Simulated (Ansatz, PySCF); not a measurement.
Potential energy curve for LiH, singlet.

Computed with: RKS-PBE = restricted PBE/cc-pVTZ in PySCF; UKS-PBE = unrestricted PBE/cc-pVTZ (PySCF); UKS-PBE0 = unrestricted PBE0/cc-pVTZ (PySCF); FCI = Ansatz (a program for electronic structure) with full CI/cc-pVTZ, frozen core.

Energies relative to the lowest point of each curve near equilibrium, in mEh; the last columns give the error against full CI:

```json
[
 {"R / Å": "1.21", "RKS-PBE": "29.3", "UKS-PBE": "29.3", "UKS-PBE0": "29.2", "FCI": "30.7", "RKS-PBE − FCI": "-1.4", "UKS-PBE − FCI": "-1.4", "UKS-PBE0 − FCI": "-1.4"},
 {"R / Å": "1.28", "RKS-PBE": "18.0", "UKS-PBE": "18.0", "UKS-PBE0": "17.9", "FCI": "18.9", "RKS-PBE − FCI": "-0.9", "UKS-PBE − FCI": "-0.9", "UKS-PBE0 − FCI": "-1.0"},
 {"R / Å": "1.34", "RKS-PBE": "11.0", "UKS-PBE": "11.0", "UKS-PBE0": "10.9", "FCI": "11.6", "RKS-PBE − FCI": "-0.6", "UKS-PBE − FCI": "-0.6", "UKS-PBE0 − FCI": "-0.8"},
 {"R / Å": "1.46", "RKS-PBE": "2.8", "UKS-PBE": "2.8", "UKS-PBE0": "2.7", "FCI": "3.0", "RKS-PBE − FCI": "-0.2", "UKS-PBE − FCI": "-0.2", "UKS-PBE0 − FCI": "-0.4"},
 {"R / Å": "1.52", "RKS-PBE": "0.9", "UKS-PBE": "0.9", "UKS-PBE0": "0.8", "FCI": "1.0", "RKS-PBE − FCI": "-0.1", "UKS-PBE − FCI": "-0.1", "UKS-PBE0 − FCI": "-0.2"},
 {"R / Å": "1.53", "RKS-PBE": "0.7", "UKS-PBE": "0.7", "UKS-PBE0": "0.6", "FCI": "0.8", "RKS-PBE − FCI": "-0.1", "UKS-PBE − FCI": "-0.1", "UKS-PBE0 − FCI": "-0.2"},
 {"R / Å": "1.60", "RKS-PBE": "0.0", "UKS-PBE": "0.0", "UKS-PBE0": "0.0", "FCI": "0.0", "RKS-PBE − FCI": "0.0", "UKS-PBE − FCI": "0.0", "UKS-PBE0 − FCI": "0.0"},
 {"R / Å": "1.64", "RKS-PBE": "0.1", "UKS-PBE": "0.1", "UKS-PBE0": "0.2", "FCI": "0.1", "RKS-PBE − FCI": "0.0", "UKS-PBE − FCI": "0.0", "UKS-PBE0 − FCI": "0.1"},
 {"R / Å": "1.69", "RKS-PBE": "0.7", "UKS-PBE": "0.7", "UKS-PBE0": "0.9", "FCI": "0.7", "RKS-PBE − FCI": "0.1", "UKS-PBE − FCI": "0.1", "UKS-PBE0 − FCI": "0.2"},
 {"R / Å": "1.75", "RKS-PBE": "2.0", "UKS-PBE": "2.0", "UKS-PBE0": "2.3", "FCI": "2.0", "RKS-PBE − FCI": "0.1", "UKS-PBE − FCI": "0.1", "UKS-PBE0 − FCI": "0.3"},
 {"R / Å": "1.84", "RKS-PBE": "4.8", "UKS-PBE": "4.8", "UKS-PBE0": "5.3", "FCI": "4.8", "RKS-PBE − FCI": "0.0", "UKS-PBE − FCI": "0.0", "UKS-PBE0 − FCI": "0.5"},
 {"R / Å": "1.99", "RKS-PBE": "10.9", "UKS-PBE": "10.9", "UKS-PBE0": "11.9", "FCI": "11.1", "RKS-PBE − FCI": "-0.1", "UKS-PBE − FCI": "-0.1", "UKS-PBE0 − FCI": "0.8"},
 {"R / Å": "2.12", "RKS-PBE": "17.2", "UKS-PBE": "17.2", "UKS-PBE0": "18.6", "FCI": "17.5", "RKS-PBE − FCI": "-0.3", "UKS-PBE − FCI": "-0.3", "UKS-PBE0 − FCI": "1.1"},
 {"R / Å": "2.42", "RKS-PBE": "32.8", "UKS-PBE": "32.8", "UKS-PBE0": "35.2", "FCI": "33.4", "RKS-PBE − FCI": "-0.7", "UKS-PBE − FCI": "-0.7", "UKS-PBE0 − FCI": "1.8"},
 {"R / Å": "2.65", "RKS-PBE": "44.4", "UKS-PBE": "44.4", "UKS-PBE0": "47.8", "FCI": "45.3", "RKS-PBE − FCI": "-0.9", "UKS-PBE − FCI": "-0.9", "UKS-PBE0 − FCI": "2.5"},
 {"R / Å": "2.87", "RKS-PBE": "54.6", "UKS-PBE": "54.2", "UKS-PBE0": "58.1", "FCI": "55.6", "RKS-PBE − FCI": "-1.0", "UKS-PBE − FCI": "-1.3", "UKS-PBE0 − FCI": "2.5"},
 {"R / Å": "3.17", "RKS-PBE": "66.8", "UKS-PBE": "64.5", "UKS-PBE0": "68.0", "FCI": "67.4", "RKS-PBE − FCI": "-0.6", "UKS-PBE − FCI": "-2.9", "UKS-PBE0 − FCI": "0.7"},
 {"R / Å": "3.52", "RKS-PBE": "78.6", "UKS-PBE": "72.6", "UKS-PBE0": "75.5", "FCI": "77.4", "RKS-PBE − FCI": "1.2", "UKS-PBE − FCI": "-4.8", "UKS-PBE0 − FCI": "-1.9"},
 {"R / Å": "3.96", "RKS-PBE": "90.0", "UKS-PBE": "79.0", "UKS-PBE0": "80.8", "FCI": "84.6", "RKS-PBE − FCI": "5.5", "UKS-PBE − FCI": "-5.5", "UKS-PBE0 − FCI": "-3.8"},
 {"R / Å": "4.34", "RKS-PBE": "97.4", "UKS-PBE": "82.3", "UKS-PBE0": "82.8", "FCI": "87.5", "RKS-PBE − FCI": "9.9", "UKS-PBE − FCI": "-5.1", "UKS-PBE0 − FCI": "-4.6"},
 {"R / Å": "4.72", "RKS-PBE": "103.0", "UKS-PBE": "84.3", "UKS-PBE0": "83.5", "FCI": "88.8", "RKS-PBE − FCI": "14.2", "UKS-PBE − FCI": "-4.5", "UKS-PBE0 − FCI": "-5.3"},
 {"R / Å": "5.60", "RKS-PBE": "111.1", "UKS-PBE": "84.9", "UKS-PBE0": "83.8", "FCI": "89.7", "RKS-PBE − FCI": "21.4", "UKS-PBE − FCI": "-4.8", "UKS-PBE0 − FCI": "-5.9"},
 {"R / Å": "6.36", "RKS-PBE": "114.8", "UKS-PBE": "84.9", "UKS-PBE0": "83.8", "FCI": "89.8", "RKS-PBE − FCI": "25.0", "UKS-PBE − FCI": "-4.9", "UKS-PBE0 − FCI": "-6.0"}
]
```

RKS-PBE is furthest from FCI at 6.36 (25.0 mEh, above); its mean absolute error over the points is 3.7 mEh.

UKS-PBE is furthest from FCI at 3.96 (-5.5 mEh, below); its mean absolute error over the points is 1.7 mEh.

UKS-PBE0 is furthest from FCI at 6.36 (-6.0 mEh, below); its mean absolute error over the points is 1.8 mEh.

At the longest distance RKS-PBE leaves fractional charges on the fragments, a sign of delocalisation error or of the restricted form. The restricted form behind RKS-PBE keeps the bonding electrons paired and can't separate into open-shell fragments. The unrestricted determinant behind UKS-PBE, UKS-PBE0 is spin-contaminated at 2.87 to 6.36 Å (<S²> up to 1.0, against 0.00 for a pure singlet).
